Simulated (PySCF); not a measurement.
Core-level binding energies of tricarbon monosulfide

Tricarbon monosulfide, C3S (singlet state).
Numbering: `[C:1]=[C:2]=[C:3]=[S:4]`

Computed, not measured: PySCF 2.14.0, delta-SCF UKS SCAN, pcX-2 on the ionised atom, pcseg-1 elsewhere, spin-free X2C. Vertical ΔSCF values, vacuum level as zero.

Give the core binding energies atom by atom.

```json
{"atom(s)": "S4", "bonded to": "C (double bond)", "level": "S 2p3/2", "binding energy (eV)": "171.15", "2p1/2 (eV)": "172.38", "above the level's lowest (eV)": "0.00", "count": "1"}
{"atom(s)": "C2", "bonded to": "2 C (double bond)", "level": "C 1s", "binding energy (eV)": "291.17", "2p1/2 (eV)": "–", "above the level's lowest (eV)": "0.00", "count": "1"}
{"atom(s)": "C3", "bonded to": "S (double bond) and C (double bond)", "level": "C 1s", "binding energy (eV)": "293.94", "2p1/2 (eV)": "–", "above the level's lowest (eV)": "+2.77", "count": "1"}
{"atom(s)": "S4", "bonded to": "C (double bond)", "level": "S 1s", "binding energy (eV)": "2478.99", "2p1/2 (eV)": "–", "above the level's lowest (eV)": "0.00", "count": "1"}
```

Lowest listed C 1s: C2, bonded to 2 C (double bond). Highest, 2.77 eV above it: C3, bonded to S (double bond) and C (double bond).

Which photon wavelength matches the C 1s of C2 threshold?

λ = hc/E = 12398.42 eV Å / 291.17 eV = 42.581 Å.

Which effective nuclear charge Zeff reproduces each element's mean 1s value in the hydrogen-like formula E = 13.606 eV × Zeff²?

C (Z = 6): mean 292.6 eV, Zeff = 4.64, Z − Zeff = 1.36; S (Z = 16): mean 2479.0 eV, Zeff = 13.50, Z − Zeff = 2.50. Means run over the listed sites, weighted by atom count.

The list is incomplete; no value stands for C 1s of C1 (hole states with ⟨S²⟩ of 1 or more are left out). The 2p values aren't plain energy differences: one relaxed spin-free 2p hole is combined with a matrix within the shell (ground-state 2p orbital-energy differences and spin–orbit coupling). 2p3/2, the mean of its two sublevels, lies a third of the splitting below the shell's mean and 2p1/2 two thirds above it; the statistical areas are 2:1. 2p1/2 minus 2p3/2 (ligand field included): S 1.23 eV. Geometry: PBE0-D3(BJ)/def2-SVP; no solvent, vibrations or thermal averaging.
